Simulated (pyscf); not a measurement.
Elementary routes open to `[CH2]=[C]=[CH2]` + `[OH2]` in the gas phase (singlet surface):
A. `[CH2]=[CH][CH2][OH]` (H–O broken; C–O, C–H formed)
B. `[CH2]=[C]([CH3])[OH]` (H–O broken; C–H, C–O formed)

Structures and frequencies: ωB97X-D3(BJ)/def2-SVP in PySCF. MP2 and CC: frozen core, UHF for open shells. ΔMP2 is the change of the MP2 total energy from the triple- to the quadruple-zeta basis.

Question: Rank the routes by free-energy barrier at 1200 K, lowest first, for CCSD(T)/def2-TZVPP + ΔMP2(QZVPP) energies (ideal gas, 1 atm, RRHO with modes under 100 cm⁻¹ raised to 100, one conformer, R ln 2 for chiral ones without a mode under 150 cm⁻¹).

Answer: B (91.1 kcal/mol), A (98.4 kcal/mol)

Route B is the fastest of these, ahead of the next by 7.3 kcal/mol. The most stable products are those of B (ΔG = +14.0 kcal/mol), so kinetics and thermodynamics agree. At 298 K B is still the fastest. Only these routes are compared; each barrier is that of the saddle found, and lower ones may exist. The CCSD(T) − MP2 part came from Ansatz, without density fitting, on the same reference.
